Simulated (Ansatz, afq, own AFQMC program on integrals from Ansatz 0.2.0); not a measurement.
**GeNH3, triplet in cc-pVDZ along one coordinate**

```xyz
5

Ge    0.0000    0.0444    0.3304
N     0.0000   -0.1595   -1.5058
H     0.0000   -1.3184    1.0907
H     0.8260    0.1677   -1.9887
H    -0.8260    0.1677   -1.9887
```

The Ge1–N2 distance is changed with both sides rigid. Energies in kJ/mol count from this geometry (1.847 Å) at the same level; the start stands on UHF, each point on the determinant named.

Basis cc-pVDZ. Only valence electrons are correlated. Ansatz 0.2.0 and our own AFQMC program on the same integrals; the CISD trial comes from CCSD amplitudes, and released means the phaseless constraint is let go. ± is one standard error of the sampling. No spin–orbit coupling.

Cautions, each for one point or more: higher spins were not checked; inner d shell frozen; lower spins were not checked; no relativity below Rb; no spin-orbit coupling; strong correlation; unrestricted determinant slightly spin contaminated.

```json
{"r(Ge1–N2) / Å": "1.481", "det.": "UHF", "T1": "0.016", "weight": "0.90", "⟨S²⟩": "2.01", "CCSD(T)": "303.4", "ph-AFQMC/CISD": "301.4 ± 1.5", "released AFQMC": "302.8 ± 2.6", "CCSDT(Q)": "304.3", "B3LYP": "291.8", "r2SCAN": "281.3"}
{"r(Ge1–N2) / Å": "2.298", "det.": "UHF", "T1": "0.055", "weight": "0.81", "⟨S²⟩": "2.06", "CCSD(T)": "82.6", "ph-AFQMC/CISD": "78.0 ± 1.7", "released AFQMC": "79.3 ± 2.5*", "CCSDT(Q)": "79.1", "B3LYP": "69.8", "r2SCAN": "82.3"}
{"r(Ge1–N2) / Å": "2.935", "det.": "UHF", "T1": "0.015", "weight": "0.88", "⟨S²⟩": "2.02", "CCSD(T)": "153.9", "ph-AFQMC/CISD": "151.9 ± 1.7", "released AFQMC": "152.9 ± 2.8", "CCSDT(Q)": "154.4", "B3LYP": "153.3", "r2SCAN": "179.6"}
{"r(Ge1–N2) / Å": "4.055", "det.": "UHF", "T1": "0.010", "weight": "0.89", "⟨S²⟩": "2.02", "CCSD(T)": "179.6", "ph-AFQMC/CISD": "177.7 ± 1.3", "released AFQMC": "–", "CCSDT(Q)": "180.9", "B3LYP": "189.1", "r2SCAN": "220.8"}
{"r(Ge1–N2) / Å": "6.381", "det.": "UHF", "T1": "0.010", "weight": "0.89", "⟨S²⟩": "2.02", "CCSD(T)": "188.1", "ph-AFQMC/CISD": "188.8 ± 1.5", "released AFQMC": "–", "CCSDT(Q)": "189.4", "B3LYP": "198.3", "r2SCAN": "230.7"}
```

Weight is that of the determinant in the CISD state; at the start T1 is 0.021 and the weight 0.88, and ⟨S²⟩ is 2.01. An asterisk marks released energies that aren't shown to be converged. A dash marks a missing value, a released energy that hasn't settled or a functional that sits on another state. Largest departures from CCSDT(Q), at the points where its series has closed: CCSD(T) 3.5 kJ/mol at 2.298 (on UHF), ph-AFQMC/CISD -3.2 kJ/mol at 4.055 (on UHF), released AFQMC -1.5 kJ/mol at 1.481 (on UHF) (within the noise), B3LYP -12.5 kJ/mol at 1.481, r2SCAN 41.3 kJ/mol at 6.381. Functionals count only at points shown to share the start's state and spin. In this small basis the wave-function levels are far from their limit, so their gap to the functionals isn't the functionals' error. In total energy ph-AFQMC/CISD lies 38 ± 11 meV above CCSDT(Q) at the start, so its agreement along the curve rests in part on cancellation.

Some points may be missing: those where a free walk finds a much lower state, and past Zn most of those on another determinant than at the start.

A walk keeps the symmetry of its determinant, which the program's search chose and which needn't be the lowest solution, so a lower state of the same spin and another symmetry isn't excluded.
